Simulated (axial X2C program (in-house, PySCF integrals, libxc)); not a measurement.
## Density and ELF of NH

Calculated with an axial X2C code built on PySCF integrals. Two-component (2c) means X2C with spin–orbit coupling and atomic mean-field two-electron Coulomb and Gaunt terms. Basis: N dyall-av3z [7s7p3d2f], H dyall-v3z [6s2p1d] (cores contracted in-house); Gaussian nuclei, density fitting, unrestricted open shells. Masses: N 14.003 u, H 1.008 u.

PBE0, with spin–orbit coupling, state Ω = 1 (⟨Sz⟩ = 1.00, ⟨Lz⟩ = 0.00 at PBE0); N at z = 0, H at z = 1.039 Å.

The maps cover the half plane through the axis: z from -2.4 to 3.3 Å along the bond, ρ from 0.15 to 2.25 Å away from it (steps of 0.3 Å, the bottom row nearest the axis).

log10 of the density in e/bohr³:

digits 0 to 9 span -6.30 to 0.66 evenly
```
11222333333322211100
12233344444333322110
22334445554444332210
23344555555554433221
23445566666655443321
33455677777666544322
34456778887776554322
34456788988877654332
```

Electron localisation function (collinear form, no current term, damped to 0 at low density):

digits 0 to 9 span 0.00 to 1.00 evenly
```
00000000000000000000
00000001000000000000
00000223210000000000
00012455532111000000
00025778754333210000
00146888876788630000
00257999778999961000
00368994829999982000
```

Axial spin density in 10⁻³ e/bohr³:

digits 0 to 9 span -3.96 to 3.96 evenly, values beyond are clipped
```
55555555555555555555
55555555555555555555
55555556666555555555
55555679998655555555
44455799999965544455
44445899999964444445
44444599999823444445
44442019999001344445
```

The state is one determinant whose occupation by symmetry is held fixed; it was picked as the lowest of a PBE0 search that is not exhaustive. Density functionals use the spin component along the axis (collinear). With several unpaired electrons one determinant need not be a pure state. Open-shell Ω = 0 determinants with evenly filled partner blocks cannot be reached by this program, so the Ω shown need not be the lowest component. This is the Ω = 1 component of a π² triplet; the 0⁺ component is not one determinant and can lie lowest.
